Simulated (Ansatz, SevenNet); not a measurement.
## Ladder of methods for the elastic constant C12 of rutile TiO2

Reference value: 175 GPa (measured, room temperature, not corrected to a static lattice; as tabulated in Elasticity of TiO2 rutile to 1800 K).

Task: What do SevenNet-l3i5, LDA, PBE, r²SCAN, HSE06 give, and how far is each from the reference?

Result: 
```
level (code)              value (GPa)  cell (Å³/atom)  difference (%)
------------------------  -----------  --------------  --------------
SevenNet-l3i5 (SevenNet)          177           10.70            +1.1
LDA (Ansatz)                      220           10.06             +26
PBE (Ansatz)                      169           10.65            -3.4
r²SCAN (Ansatz)                   198           10.40           +13.1
HSE06 (Ansatz)                    195           10.30           +11.4
```

The reference is not for a static lattice or low temperature, so close values are not ranked against it. Off by more than 25 % (a bound picked here): LDA (+26 %).

The measured value isn't corrected to a static lattice, so vibrations enter the comparison.  Each level is taken at its own relaxed cell. Cutoffs differ between the levels. Ansatz's density-functional and Hartree–Fock values are scalar-relativistic unless marked +SOC, with PAW data made under PBE.

Machine-learned potentials (SevenNet-l3i5) are trained on DFT data, which may include these solids.

Differences are worked out from the printed values.

Ansatz is a program for electronic structure.
